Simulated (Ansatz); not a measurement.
Input file:

```yaml
crystal:
  periodic: [false, false, false]
  atoms:
    - {symbol: N, position_ang: [-0.178161, -0.031601, -0.049186]}
    - {symbol: H, position_ang: [-0.475441, 0.936233, -0.049186]}
    - {symbol: H, position_ang: [-0.475441, -0.433900, 0.831073]}
    - {symbol: H, position_ang: [1.340839, -0.031600, -0.049187]}
    - {symbol: H, position_ang: [2.085839, -0.031600, -0.049187]}
basis:
  gaussian: {orbitals: cc-pVDZ}
magnetization: {spin_polarized: true, initial_magnetization: 1}
hamiltonian: {xc: {name: PBE0}}
output: {orbitals: {seedname: orbitals}}
```

```sh
$ ansatz run in.yaml --threads 1 --pin off --events-out ev --progress --plain --max-ram 4096MiB --backend cpu
```

(1) Roughly how long does this take on 1 thread of AMD EPYC 7R13, shared host, and how much host memory?

```
307 factors; integrals over basis functions are off by at most 1.3e-3 eV
mean field evaluation 1: about -1547.7454 eV, gradient 2.3e1 eV
mean field evaluation 2: about -1546.5767 eV, gradient 2.8e1 eV
mean field evaluation 4: about -1550.0709 eV, gradient 3.7e-1 eV
mean field evaluation 8: about -1550.0699 eV, gradient 2.0e-2 eV
mean field -1550.06995041 eV, -56.9640200023 hartree, gradient 6.9e-5 eV, S^2 0.755251; 0 other end points of the search recorded, 0 dependent functions left out
reference -1550.06996869 eV, -56.9640206743 hartree; 6, 5 occupied and 28, 29 virtual orbitals, 307 factors
Total energy: -1550.06996869 eV, -56.9640206743 hartree
```

Results:

(1) 0.46 s wall and 0.15 GiB.
